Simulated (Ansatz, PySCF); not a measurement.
Noncovalent pair: CH5N (SMILES CN) (first 7 atoms) with CH5N (SMILES CN); geometry from S66by8 set.
(charge 0, multiplicity 1):
```xyz
14

N     -1.561     0.236    -0.643
H     -0.733    -0.349    -0.694
H     -2.223    -0.153    -1.301
C     -2.121     0.157     0.704
H     -3.015     0.775     0.765
H     -2.385    -0.851     1.042
H     -1.403     0.564     1.413
N      1.732    -0.730    -0.467
H      2.028    -0.455    -1.395
H      2.356    -1.477    -0.192
C      1.892     0.405     0.446
H      1.622     0.091     1.452
H      2.900     0.827     0.483
H      1.200     1.191     0.154
```

Interaction energies are E(AB) − E(A) − E(B) at the monomers' geometry in the complex; basis-set methods are counterpoise corrected.

Cores are frozen in the correlated methods.

Codes used: Ansatz (Gaussian orbitals); PySCF for the dispersion terms. Each number belongs to the level named beside it.

PBE/def2-TZVPPD gives -126.8 meV for the interaction energy.

Task: Where do these levels fall relative to PBE: PBE-D3(BJ)/def2-TZVPPD, r2SCAN/def2-TZVPPD, B3LYP/def2-TZVPPD, wB97M-V/def2-TZVPPD, MP2/aug-cc-pVDZ, CCSD(T)/aug-cc-pVDZ.

Result: PBE-D3(BJ)/def2-TZVPPD -48.2; r2SCAN/def2-TZVPPD -11.9; B3LYP/def2-TZVPPD 33.6; wB97M-V/def2-TZVPPD -31.2; MP2/aug-cc-pVDZ -23.5; CCSD(T)/aug-cc-pVDZ -21.3 meV. 1 of 6 lie above PBE; the widest gap is to PBE-D3(BJ)/def2-TZVPPD. Against computed benchmark interaction energy, Řezáč et al., J. Chem. Theory Comput. 7, 2427 (2011), S66x8, -162.6 meV, PBE differs by 35.8 meV.

Ansatz is an electronic-structure program.
